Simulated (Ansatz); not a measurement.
# Pulling the pair apart

The pair of NH₄⁺ (SMILES [NH4+], atoms 1–5) and CH₅N (SMILES CN, atoms 6–12), both closed shells, in one local arrangement (a lower one may exist), relaxed at PBE0-D4/def2-TZVP:

```csv
atom,x (Å),y (Å),z (Å)
N1,0.6197,0.2233,-2.0737
H2,1.6006,-0.0002,-1.8930
H3,0.2335,-0.4545,-2.7341
H4,0.5537,1.1615,-2.4736
H5,0.0851,0.1854,-1.1823
C6,-0.0989,-0.1536,1.0257
N7,-0.7127,-0.2457,2.3113
H8,-0.8100,0.1387,0.2049
H9,0.3438,-1.1194,0.7618
H10,0.7051,0.5887,1.0566
H11,-1.4282,-0.9564,2.3612
H12,-1.0919,0.6321,2.6354
```

CH₅N is shifted rigidly along the line between the mean atom positions of the two fragments (negative: closer). Counterpoise interaction energies in kcal/mol. Ansatz 0.2.0; basis: def2-TZVPPD; cores frozen in the correlated methods.

| shift (Å) | wB97M-V | PBE-D4 | MP2 |
| --- | --- | --- | --- |
| -0.22 | -3.74 | -6.25 | -3.17 |
| -0.11 | -4.76 | -7.03 | -4.19 |
| 0.00 | -5.14 | -7.21 | -4.61 |
| 0.11 | -5.14 | -7.03 | -4.64 |
| 0.27 | -4.76 | -6.46 | -4.33 |
| 0.56 | -3.68 | -5.06 | -3.37 |
| 1.12 | -1.95 | -2.80 | -1.78 |
| 2.24 | -0.54 | -0.73 | -0.45 |

At the largest shift the D4 term itself is slightly repulsive (PBE-D4 +3.3 meV): a quirk of that model, not of the functional.

What does CCSD(T) give at these shifts? (To be estimated.)

Computed: -3.16, -4.23, -4.66, -4.70, -4.39, -3.42, -1.80, -0.45 kcal/mol. For zero shift, CCSD(T) at an estimated basis limit (MP2 extrapolated from triple and quadruple zeta, plus CCSD(T) − MP2 in triple zeta) gives -4.91 kcal/mol. These are counterpoise interaction energies, counted from the two frozen fragments.

T1 diagnostic: at most 0.009.

For scale, one of the runs: CCSD(T)/def2-TZVPPD, 264 basis functions, launched by `ansatz run in.yaml --threads 4 --pin off --events-out ev --progress --plain --max-ram 9574MiB`. Hardware: 4 CPU threads of an Arm Neoverse V2, shared host. Wall time 94 s; peak host memory 6.7 GiB.
